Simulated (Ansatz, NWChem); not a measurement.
Heat of formation of HNO3 (nitric acid) from total energies

HNO3 has 5 atoms, charge 0, and is taken as a singlet. SMILES: `O=[N+]([O-])O`. Geometry: relaxed at PBE0-D4/def2-TZVP. This is one conformer, not always the lowest.

Total energies at r2SCAN/def2-SVPD (NWChem 7.3.0); the atoms run unrestricted:

| species | state | energy (Eh) |
| --- | --- | --- |
| HNO3 | singlet | -280.570270 |
| O | triplet | -74.970408 |
| N | quartet | -54.516246 |
| H | doublet | -0.499209 |

Harmonic wavenumbers at PBE0-D4/def2-TZVP, in cm⁻¹: 505, 609, 691, 814, 956, 1343, 1401, 1821, 3763.

Measured heats of formation of the gaseous atoms at 298.15 K, in kJ/mol: O 249.2, N 472.4, H 218.0. Spin-orbit lowering of the atoms at 298 K (mean of the ground term's levels less their thermal mean, from spectra), in kJ/mol: O 0.40. Take 1 Eh = 2625.50 kJ/mol, 1 cm⁻¹ = 0.0119627 kJ/mol, RT = 2.479 kJ/mol.

Task: What heat of formation follows?

Result: 
1. Electronic atomisation energy: 3 × (-74.970408) + (-54.516246) + (-0.499209) − (-280.570270) = 0.643591 Eh = 1689.7 kJ/mol.
2. Zero-point energy: half the sum of the wavenumbers, 5951.5 cm⁻¹ = 71.2 kJ/mol.
3. Thermal vibrational enthalpy, Σ hcν̃/(exp(hcν̃/kT) − 1): 1.6 kJ/mol. Translation, rotation and pV of a non-linear molecule: 4 RT = 9.9 kJ/mol.
4. The 5 free atoms carry 5/2 RT each: 31.0 kJ/mol.
5. Spin-orbit coupling lowers the free atoms by 3 × 0.40 = 1.2 kJ/mol.
6. Atomisation enthalpy at 298 K: 1689.7 − 1.2 − 71.2 − 1.6 − 9.9 + 31.0 = 1636.8 kJ/mol.
7. Sum of the atoms' heats of formation: 1438.0 kJ/mol. Heat of formation: 1438.0 − 1636.8 = -198.8 kJ/mol.

The tabulated value is -134.2 kJ/mol (Active Thermochemical Tables), so this level is off by -64.6 kJ/mol, or 4.1 % of the atomisation enthalpy that the table implies (1572.3 kJ/mol). Anharmonicity and any spin-orbit splitting of the molecule are left out.
